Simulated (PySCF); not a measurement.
Compound: C4H11OS (charge +1).
Atom-mapped SMILES: `[CH3:1][CH2:2][S+:3]([CH3:4])([CH3:5])=[O:6]` (hydrogens: H7, H8, H9 on C1; H10, H11 on C2; H12, H13, H14 on C4; H15, H16, H17 on C5)

Structure used (PBE0-D3(BJ)/def2-SVP), in Å, numbered top down from 1:
```xyz
17
C4H11OS angstrom
C     -2.1974   -0.0411    0.2241
C     -0.9327   -0.7682   -0.1866
S      0.5157    0.0515    0.4803
C      1.9064   -0.9616    0.0538
C      0.7259    1.5664   -0.4170
O      0.4068    0.2723    1.9150
H     -3.0599   -0.6342   -0.1113
H     -2.2570    0.0590    1.3167
H     -2.2823    0.9526   -0.2380
H     -0.7889   -0.8533   -1.2759
H     -0.8722   -1.7745    0.2607
H      1.9376   -1.1411   -1.0298
H      2.8030   -0.4281    0.4009
H      1.7898   -1.8994    0.6157
H      0.8295    1.3686   -1.4928
H      1.6255    2.0464   -0.0054
H     -0.1545    2.1881   -0.2029
```

Method: core-valence-separated Tamm–Dancoff BHandHLYP/aug-pcX-1 (pcseg-1 on H, def2-SVPD on S) in PySCF, non-relativistic, gas phase, PBE0-D3(BJ)/def2-SVP geometry. No empirical shift is added; at this level the pattern usually sits a few eV under experiment.

Question: Give energies, oscillator strengths and core holes at the C K edge.

Answer: 
| E (eV) | f | core hole on | main final orbital |
| --- | --- | --- | --- |
| 285.54 | 0.0709 | C2 | LUMO+5 (51 %) |
| 285.58 | 0.1191 | C4/C5 | spread (2 roots, f summed) |
| 286.17 | 0.0013 | C1 | LUMO (48 %) |
| 286.49 | 0.0265 | C1 | LUMO+1 (38 %) |
| 286.84 | 0.0166 | C1 | spread |
| 286.93 | 0.0099 | C1 | LUMO+2 (42 %) |
| 287.12 | 0.0156 | C1 | spread |
| 287.27 | 0.0131 | C4/C5 | LUMO (2 roots, f summed) |
| 287.32 | 0.0102 | C2 | LUMO (65 %) |
| 287.41 | 0.0120 | C1 | spread |
| 287.56 | 0.0076 | C4/C5 | LUMO+1 (2 roots, f summed) |
| 287.68 | 0.0144 | C1 | spread |
| 287.73 | 0.0214 | C2 | spread |
| 287.77 | 0.0363 | C4/C5 | LUMO+3/LUMO+5 (2 roots, f summed) |
| 287.88 | 0.0101 | C2 | LUMO+1 (40 %) |

The first line with a tenth or more of the strongest one's intensity is at 285.54 eV (f = 0.071), with the hole on C2 (sp3 carbon bound to sulfur). The strongest listed is at 285.58 eV (f = 0.119, sum of 2; C4/C5).

Question: List the oxygen K-edge absorption lines.

Answer: 
```json
{"E (eV)": "531.14", "f": "0.0451", "core hole on": "O6", "main final orbital": "spread"}
{"E (eV)": "533.23", "f": "0.0236", "core hole on": "O6", "main final orbital": "LUMO+2 (43 %)"}
{"E (eV)": "533.36", "f": "0.0246", "core hole on": "O6", "main final orbital": "spread"}
{"E (eV)": "534.61", "f": "0.0030", "core hole on": "O6", "main final orbital": "LUMO (48 %)"}
{"E (eV)": "535.09", "f": "0.0001", "core hole on": "O6", "main final orbital": "LUMO+1 (60 %)"}
{"E (eV)": "535.69", "f": "0.0027", "core hole on": "O6", "main final orbital": "LUMO+4 (39 %)"}
{"E (eV)": "535.81", "f": "0.0019", "core hole on": "O6", "main final orbital": "LUMO+7 (39 %)"}
```

The first line with a tenth or more of the strongest one's intensity is at 531.14 eV (f = 0.045), with the hole on O6 (oxygen bonded to S). It is also the strongest listed.

Roots within 0.03 eV whose holes lie on the same, on equivalent or on shared atoms are summed into one line, and the highest roots are left out, as the search may have cut off their partners. Final orbitals are the ground state's empty Kohn–Sham orbitals.

Question: What length of transition dipole belongs to the line at 287.12 eV?

Answer: From f = (2/3) ΔE |μ|² in atomic units, with ΔE = 10.552 Eh and f = 0.0156: |μ| = 0.047 au = 0.12 D.

Only the lowest roots of each edge were sought.

One conformer stands for the species.
